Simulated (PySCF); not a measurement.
One ligand Y is varied and pulled off as a radical: Cd(OH)1–Y. All species are isolated molecules in the gas phase. One relaxed conformer stands for each flexible species; it need not be the lowest. Multiplicities are imposed; where one is given, others were not computed. Strings in code marks are SMILES.

Quantity: electronic energy of homolysis of the metal–ligand bond (relaxed doublet parts, no counterpoise, zero-point or spin–orbit term), in kcal/mol. HF references are unrestricted for open shells and restricted for singlets.

Level 1: B3LYP/6-311+G** (LANL2DZ on Cd) // TPSS-D3(BJ)/def2-SVP (PySCF)
Level 2: B3LYP/6-31G* (LANL2DZ on Cd) // TPSS-D3(BJ)/def2-SVP (PySCF)
Level 3: BP86/6-31G* (LANL2DZ on Cd) // TPSS-D3(BJ)/def2-SVP (PySCF)
Level 4: frozen-core MP2/6-31G* (LANL2DZ on Cd) // TPSS-D3(BJ)/def2-SVP (PySCF)

```
species           level 2  level 3  level 4
----------------  -------  -------  -------
Cl: [Cd(OH)(Cl)]     83.3     85.4     87.9
F: [Cd(OH)(F)]       99.6    104.5    107.7
```

Q: What does level 1 give for each?

A: 
- Cl: [Cd(OH)(Cl)]: 83.1
- F: [Cd(OH)(F)]: 101.2
